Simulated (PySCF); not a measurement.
# Proton affinity of isopropylamine, site by site

Parent: isopropylamine, `CC(C)N` (C3H9N). Numbering: `[CH3:1][CH:2]([CH3:3])[NH2:4]`

Level of theory: ωB97X-D3(BJ)/def2-TZVP single points in PySCF, grid level 2; every species was optimised with PBE0-D3(BJ)/def2-SVP. ωB97X-D3(BJ) is ωB97X-V with D3(BJ) in place of VV10. Thermal corrections: PBE0-D3(BJ)/def2-SVP frequencies, unscaled, ideal gas at 298.15 K and 1 bar, quasi-RRHO entropy.

```jsonl
{"site": "N4 (amine nitrogen)", "product": "CC(C)[NH3+]", "PA / kcal/mol": "223.4", "GB / kcal/mol": "215.9"}
```

PA is −ΔH and GB is −ΔG of B + H⁺ → BH⁺ in the gas phase. Sites whose products fell apart, merged with another or lost in a GFN2-xTB screen aren't listed.

In cyclohexane the product from N4 is solvated 32.2 kcal/mol more strongly than the parent (electrostatics only).

Measured values (NIST Chemistry WebBook, evaluated or the median of agreeing entries): proton affinity (−ΔH) 924 kJ/mol (computed 935, difference 11); gas-phase basicity (−ΔG) 889 kJ/mol (computed 903, difference 14).
